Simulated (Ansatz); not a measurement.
Basis-set extrapolation for C$_{2}$H$_{2}$ClN, SMILES `N#CCCl` (PBE0-D4/def2-TZVP geometry, frozen core, Ansatz). Multiplicity 1, RHF reference.

|  | def2-TZVPP | def2-QZVPP |
| --- | --- | --- |
| HF | -590.894351 | -590.912418 |
| MP2 correlation | -0.692579 | -0.744944 |
| CCSD(T) correlation | -0.751521 | not run |

Energies in hartree. Use E(X) = E(∞) + A·exp(−7.88·√X) for Hartree–Fock and E(X) = E(∞) + B·X^(−2.97) for correlation, with X = 3 and 4, and add CCSD(T) minus MP2 of the smaller set to the MP2 limit.

Q: What is the CCSD(T) energy at the basis-set limit?

A: HF limit: -590.912418 + (-0.018067) × 0.13774 = -590.91491. MP2 limit: -0.744944 + (-0.052365) × 0.74074 = -0.78373. Higher-order term: -0.751521 − (-0.692579) = -0.05894. Total: -591.75758 hartree, 293.3 kJ/mol below CCSD(T)/def2-TZVPP.
